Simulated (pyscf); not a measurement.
**Four-centre exchange: H₂O (SMILES O) + HO–B(Cl)–Cl (SMILES OB(Cl)Cl) → HO–B(Cl)–Cl (SMILES OB(Cl)Cl) + H₂O (SMILES O)**

Gas phase, singlet surface, charge 0. Bonds broken: O1–H7, B2–O6. Bonds formed: O1–B2, O6–H7. Single points on ωB97X-D3(BJ)/def2-SVP structures (PySCF, gas phase). Correlated levels are frozen-core, on RHF or UHF. ΔMP2 is the change of the MP2 total energy from the triple- to the quadruple-zeta basis.

Transition state (Å):

```xyz
8

O     -1.3769    -0.0020     0.0139
B      0.1208     0.2175     0.2740
Cl     0.4667     1.8276     1.0184
Cl     1.1106    -0.2331    -1.1694
H     -1.5411    -0.3581    -0.8708
O      0.0872    -0.8924     1.3354
H     -1.0526    -0.8010     0.8879
H      0.2410    -0.5450     2.2254
```

One imaginary mode, 1341i cm⁻¹; descent along it reached the two sides named, in the forms told below.

```csv
bond,change,reactant side (Å),saddle,product side
O1–H7,breaks,0.971,1.228,2.365
B2–O6,breaks,1.380,1.536,1.787
O1–B2,forms,1.793,1.536,1.381
O6–H7,forms,2.394,1.228,0.971
```

Electronic energies relative to the separated reactants (kcal/mol):

| level | barrier | reaction energy | reverse barrier |
|---|---|---|---|
| ωB97X-D3(BJ)/def2-TZVP | 12.8 | 0.0 | 12.8 |
| PBE/def2-TZVP | 11.0 | 0.0 | 11.0 |
| r²SCAN/def2-TZVP | 11.1 | 0.0 | 11.1 |
| B3LYP-D3(BJ)/def2-TZVP | 14.8 | 0.0 | 14.8 |
| PBE0-D3(BJ)/def2-TZVP | 10.7 | 0.0 | 10.7 |
| M06-2X/def2-TZVP | 10.9 | 0.0 | 10.9 |
| ωB97M-D3(BJ)/def2-TZVP | 12.9 | 0.0 | 12.9 |
| HF/def2-TZVP | 29.5 | 0.0 | 29.5 |
| MP2/def2-QZVPP | 13.4 | 0.0 | 13.4 |
| CCSD/def2-TZVPP | 17.1 | 0.0 | 17.1 |
| CCSD(T)/def2-TZVPP | 14.9 | 0.0 | 14.9 |
| CCSD(T)/def2-TZVPP + ΔMP2(QZVPP) | 15.3 | 0.0 | 15.3 |

With CCSD(T)/def2-TZVPP + ΔMP2(QZVPP) energies and thermal terms (ideal gas, 1 atm, RRHO with modes under 100 cm⁻¹ raised to 100, one conformer, R ln 2 for chiral ones without a mode under 150 cm⁻¹), in kcal/mol:

| T (K) | ΔH‡ | ΔG‡ | ΔH | ΔG |
|---|---|---|---|---|
| 298 | 14.2 | 25.9 | 0.0 | 0.0 |
| 600 | 14.2 | 37.8 | 0.0 | 0.0 |
| 900 | 14.8 | 49.5 | 0.0 | 0.0 |
| 1200 | 15.6 | 61.0 | 0.0 | 0.0 |

On the reactant side the descent ends in an adduct with a B–O contact, 3.8 kcal/mol under the separated species and 16.6 kcal/mol under the saddle at ωB97X-D3(BJ)/def2-TZVP. On the product side the descent ends in an adduct with a B–O contact, 3.7 kcal/mol under the separated species and 16.6 kcal/mol under the saddle at ωB97X-D3(BJ)/def2-TZVP. What is counted as formed (B–O) is already present as a longer contact in the reactant adduct; forming that adduct is a step of its own. What is counted as broken (B–O) persists as a longer contact in the product adduct; parting that adduct is a step of its own. This is the saddle that the search found; another between the same sides may lie lower. The CCSD(T) − MP2 part came from Ansatz, without density fitting, on the same reference.
